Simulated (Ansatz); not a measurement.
## HGe–N–N⁺, triplet in cc-pVDZ: errors against UCCSDT(Q)

Geometry: that of the HGe–N–N, doublet, kept fixed. The singlet lies 2.0 eV lower here.

```csv
atom,x (Å),y (Å),z (Å)
Ge,0.0000,-0.0314,0.7202
N,0.0000,0.0753,-1.3406
N,0.0000,-0.0244,-2.4388
H,0.0000,1.5572,0.6162
```

Basis cc-pVDZ; Ansatz 0.2.0. Only valence electrons are correlated (noble-gas cores and the filled d shells of p-block atoms frozen), which leaves 14 electrons in 44 orbitals. Prefix R: restricted or restricted open-shell reference; prefix U: unrestricted. Active spaces: valence = (10e, 11o, short of the full valence) chosen from the atoms' valence shells. No spin–orbit coupling is included, and no scalar relativity.

Full CI isn't at hand for all of this; UCCSDT(Q) serves as the reference, and is uncertain by about the last step of the cluster series. The frozen core follows each run's orbitals, which can shift R against U totals by a few meV for light atoms and by up to 0.1 eV past Ca.

The UHF ⟨S²⟩ is 2.078 and the T1 diagnostic (RCCSD) is 0.0259. The largest doubles amplitude (RCCSD) is 0.088 and the T1 diagnostic (UCCSD) is 0.0282.

Q: From what is known of these methods and the diagnostics, rank them by the size of their error in total energy against UCCSDT(Q) in cc-pVDZ, smallest first (an estimate: the text doesn't fix the numbers).
A. UMP2
B. UCCSD(T)
C. UCCSDT
D. UCCSD
E. UHF

A: C (1.25 kcal/mol), B (1.70 kcal/mol), D (10.98 kcal/mol), A (24.88 kcal/mol), E (246.24 kcal/mol).

All errors are against UCCSDT(Q) in cc-pVDZ. Within each family the higher level lies nearer, as is usual though not guaranteed.

Natural occupations of CASSCF (valence space) about the gap: 1.982 1.957 1.939 1.939 1.000 1.000 0.062 0.061 0.031 0.018; effectively unpaired electrons, Σ n²(2−n)², 2.07.
